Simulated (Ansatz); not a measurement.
```yaml
crystal:
  periodic: [false, false, false]
  atoms:
    - {symbol: Se, position_ang: [-1.123805, -0.295016, -0.000419]}
    - {symbol: Se, position_ang: [1.123805, 0.295016, 0.000419]}
    - {symbol: H, position_ang: [-1.549380, 1.086571, 0.000438]}
    - {symbol: H, position_ang: [1.549380, -1.086571, -0.000438]}
basis:
  gaussian: {orbitals: def2-TZVP}
hamiltonian: {xc: pbe0}
relax: {f_tol: 0.004, max_steps: 80}
```

```sh
$ ansatz run in.yaml --threads 1 --pin off --events-out ev --progress --plain --max-ram 2176MiB
```

Steps of the relaxation (energy above the last step; positions in Å, forces in eV/Å):

```
4
step 1, 27.2 meV
Se   -1.124   -0.295    0.000   -0.492   -0.731   -0.001
Se    1.124    0.295    0.000    0.492    0.731    0.001
H    -1.549    1.087    0.000   -0.100    0.507    0.000
H     1.549   -1.087    0.000    0.100   -0.507    0.000
```

```
4
step 2, 4.8 meV
Se   -1.143   -0.322    0.000    0.109    0.075    0.000
Se    1.143    0.322    0.000   -0.109   -0.075    0.000
H    -1.531    1.090    0.000   -0.125    0.056    0.000
H     1.531   -1.090    0.000    0.125   -0.056    0.000
```

```
4
step 3, 0.8 meV
Se   -1.149   -0.305    0.000    0.072   -0.028    0.000
Se    1.149    0.305    0.000   -0.072    0.028    0.000
H    -1.569    1.102    0.000    0.033    0.011    0.000
H     1.569   -1.102    0.000   -0.033   -0.011    0.000
```

```
4
step 4, 0.0 meV
Se   -1.144   -0.309    0.000    0.002   -0.005    0.000
Se    1.144    0.309    0.000   -0.002    0.005    0.000
H    -1.558    1.099    0.000    0.000    0.004    0.000
H     1.558   -1.099    0.000    0.000   -0.004    0.000
```

```
4
step 5, 0.0 meV
Se   -1.144   -0.309    0.000    0.000    0.000    0.000
Se    1.144    0.309    0.000    0.000    0.000    0.000
H    -1.558    1.099    0.000    0.000    0.000    0.000
H     1.558   -1.099    0.000    0.000    0.000    0.000
```

Close pairs at the end: Se1–H3 1.468 Å, Se2–H4 1.468 Å, Se1–Se2 2.371 Å.

A stationary point of restricted PBE0 after 5 steps (its stability towards spin polarisation wasn't tested); no frequencies were run, so it isn't proven a minimum. 16 s on 1 thread of Intel Xeon Platinum 8375C, shared host.
